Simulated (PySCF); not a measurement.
**Highest orbital energy against ionisation energy along the alkali metals**

Calculated with PySCF 2.14, no spin-orbit coupling. Each cell gives −ε(HOMO) / ΔSCF in eV; NIST values include spin-orbit coupling, (s) semi-empirical, (t) theoretical.

```json
{"species": "Li (x2c-TZVPPall, spin-free X2C)", "UHF": "5.343 / 5.342", "LDA": "3.163 / 5.472", "PBE": "3.220 / 5.586", "PBE0": "3.828 / 5.569", "r2SCAN": "3.252 / 5.388", "NIST (lowest levels)": "5.392"}
{"species": "K (x2c-TZVPPall, spin-free X2C)", "UHF": "4.032 / 4.023", "LDA": "2.631 / 4.534", "PBE": "2.542 / 4.454", "PBE0": "2.995 / 4.386", "r2SCAN": "2.595 / 4.257", "NIST (lowest levels)": "4.341"}
{"species": "Rb (x2c-TZVPPall, spin-free X2C)", "UHF": "3.812 / 3.798", "LDA": "2.547 / 4.388", "PBE": "2.426 / 4.278", "PBE0": "2.855 / 4.199", "r2SCAN": "2.477 / 4.063", "NIST (lowest levels)": "4.177"}
{"species": "Cs (x2c-TZVPPall, spin-free X2C)", "UHF": "3.492 / 3.475", "LDA": "2.385 / 4.105", "PBE": "2.253 / 3.974", "PBE0": "2.651 / 3.890", "r2SCAN": "2.327 / 3.771", "NIST (lowest levels)": "3.894"}
```

Question: How far is −ε(HOMO) from ΔSCF on average for each method, and why?

Answer: UHF 0.01 eV; LDA -1.94 eV; PBE -1.96 eV; PBE0 -1.43 eV; r2SCAN -1.71 eV. Hartree-Fock orbital energies lack relaxation and so exceed the ΔSCF value; semilocal functionals have convex E(N) from self-interaction, so their HOMO lies far too high; exact exchange moves hybrids part of the way back.
